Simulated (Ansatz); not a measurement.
What a trial cell of WF5 relaxes into

The calculation used Ansatz 0.2.0, DFT r2SCAN, scalar-relativistic, plane waves, PAW. Cutoff 500 eV, Γ-centred k mesh, Gaussian smearing, collinear spin, first started from parallel moments.

The start puts WF5 on the CaCu5 structure type (P6/mmm, No. 191), with W in place of Ca, F in place of Cu, at a guessed volume.

```yaml
crystal:
  lattice:
    - [5.11459, 0.00000, 0.00000]
    - [-2.55730, 4.42937, 0.00000]
    - [0.00000, 0.00000, 4.10778]
  atoms:
    - { symbol: W, position: [0.00000, 0.00000, 0.00000] }
    - { symbol: F, position: [0.33333, 0.66667, 0.00000] }
    - { symbol: F, position: [0.66667, 0.33333, 0.00000] }
    - { symbol: F, position: [0.50000, 0.00000, 0.50000] }
    - { symbol: F, position: [0.50000, 0.50000, 0.50000] }
    - { symbol: F, position: [0.00000, 0.50000, 0.50000] }
```

Steps on the 6×6×4 mesh (6 atoms). 10 of 11 steps are shown, and the free energy counts from the last. Trial steps that were taken back and renewals of the plane-wave basis can be among the rows.

```tsv
step	ΔF (meV/atom)	V (Å³/atom)	P (GPa)
1	1069.7	15.51	-16.10
2	827.4	14.03	-17.89
3	557.0	12.70	-18.15
4	286.4	11.49	-15.66
5	76.8	10.43	-6.30
6	11.8	9.99	5.31
7	-0.9	10.68	-1.22
8	-2.9	10.77	-0.16
9	0.2	10.77	0.21
11	0.0	10.83	0.09
```

A final relaxation ran on a 12×12×8 mesh. The relaxed crystal, P6/mmm (No. 191):

Space group P6/mmm (No. 191). a = 3.956 Å, b = 3.956 Å, c = 4.793 Å, α = 90.00°, β = 90.00°, γ = 120.00°
```json
{"atom": "W", "site": "1a", "symmetry": "6/mmm", "x": "0.0000", "y": "0.0000", "z": "0.0000"}
{"atom": "F", "site": "2c", "symmetry": "-6m2", "x": "0.3333", "y": "0.6667", "z": "0.0000"}
{"atom": "F", "site": "3g", "symmetry": "mmm", "x": "0.5000", "y": "0.0000", "z": "0.5000"}
```

```yaml
Volume_per_atom: 10.8 Å³
Density: 7.1 g/cm³
Energy_over_the_elements: -0.55 eV/atom
Gap_on_the_12×12×8_mesh: 0 eV (a metal)
Net_moment_per_atom: 0.84 μB
Largest_site_moment: 1.82 μB
```

The zero of energy is the elements' standard structures at the same level (F₂ as a molecule); no fitted shifts are applied.

The final run used a 12×12×8 mesh on its 6-atom cell and 0.10 eV smearing. The k mesh leaves about 4 meV/atom of noise in metals. No dispersion correction is applied, so the spacing between layers, chains or molecules is poorly fixed, and with it the volume and density. Spin–orbit coupling is left out. The magnetic state reached may not be the lowest.

A structure relaxed within its symmetry needn't be a true minimum.